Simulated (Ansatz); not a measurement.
Reaction: HCl (SMILES Cl) → Cl (doublet) + H (doublet) (the Cl-H bond breaks)
Each species at its own B3LYP-D3(BJ)/def2-TZVP minimum (Ansatz, an electronic-structure program).

Quantity: bond dissociation energy (electronic), in kcal/mol. Radicals and triplets start from unrestricted determinants; spin-orbit coupling is neglected. CBS(X,Y): correlation extrapolated as X^-3, Hartree-Fock from the larger set (Q,5: extrapolated as (X+1)exp(-9√X)). A bracket is a step between two methods taken in the basis named. Functionals run without relativity, which enters their misses. Double hybrids freeze cores in their MP2 part. '+ core + X2C': CCSD(T) terms for core correlation (cc-pwCVTZ, 1s frozen past Ne) and scalar relativity (cc-pVTZ-DK). Full CI freezes restricted core orbitals, also for open shells; the composite that ends in it estimates full CI at the basis-set limit. For partners of very few electrons the exact lower level stands in for a higher one.

CCSD(T)/CBS(cc-pV(Q+d)Z,cc-pV(5+d)Z) + [CCSDT(Q) - CCSD(T)]/cc-pV(5+d)Z + [FCI - CCSDT(Q)]/cc-pV(D+d)Z + core + X2C (Ansatz) gives 107.4 kcal/mol.

**Question.** What does PBE/def2-TZVPD (Ansatz) give here, and how do the other levels compare?

**Answer.** PBE gives 106.3 kcal/mol, 1.1 kcal/mol below it. Differences of the others: B3LYP/def2-TZVPD (Ansatz) -2.6; PBE0/def2-TZVPD (Ansatz) -2.7; wB97M-V/def2-TZVPD (Ansatz) -0.4; B2PLYP/def2-TZVPD (Ansatz) -3.4; CCSD(T)/CBS(cc-pV(Q+d)Z,cc-pV(5+d)Z) + core + X2C (Ansatz) 0.0 kcal/mol. Nearer than PBE: wB97M-V/def2-TZVPD, CCSD(T)/CBS(cc-pV(Q+d)Z,cc-pV(5+d)Z) + core + X2C.
